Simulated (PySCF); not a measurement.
Gas-phase reaction: 4 SiH2 + 4 O → Si2O2 + 2 H3SiOH

Computed with PySCF (xtb for GFN2) and rigid-rotor harmonic-oscillator thermochemistry at 1 bar. † marks an energy on the PBE0/def2-TZVP geometry and frequencies; other levels use their own. MP2 and CCSD(T) freeze the core. Open shells (unrestricted): O (multiplicity 3, electronic degeneracy 9); the rest are closed-shell singlets. GFN2 has no spin-polarisation term. Spin-orbit splitting is ignored; it lowers the true energy and changes the entropy of O. Si2O2, H3SiOH: computed as isolated molecules; such fragments, hydroxides, amides, oligomers or adducts are transient or little studied in the gas. MP2 isn't extrapolated to the basis-set limit; its ΔH°(298 K) is -2915.4 kJ in def2-SVP and -3166.7 kJ in def2-TZVPP. CCSD(T) isn't extrapolated to the basis-set limit; its ΔH°(298 K) is -2707.4 kJ in def2-SVP and -2940.0 kJ in def2-TZVPP. The harmonic model lacks anharmonicity and excited electronic states, which grow with temperature; levels with a mode under 35 cm⁻¹ are left out. Internal rotation in H3SiOH is treated as a harmonic vibration of one conformer, which makes the entropy rough.

```
level                ΔE electronic, kJ  ΔH°(298 K), kJ  ΔS°(298 K), J/K  ΔG°(800 K), kJ
-------------------  -----------------  --------------  ---------------  --------------
BLYP/def2-TZVP†                  -3049           -2973             -691           -2414
CCSD(T)/def2-TZVPP†              -3016           -2940             -691           -2381
GFN2-xTB                         -4381           -4316             -684           -3765
MP2/def2-SVP†                    -2991           -2915             -691           -2356
PBE/def2-TZVP†                   -3172           -3096             -691           -2537
PBE0/def2-SVP†                   -2971           -2895             -691           -2336
r2SCAN/def2-TZVP†                -3145           -3069             -691           -2510
ωB97M-V/def2-TZVP†               -3107           -3031             -691           -2472
```
ΔH° is lowest at GFN2-xTB and highest at PBE0/def2-SVP†. No reference value is set beside these.
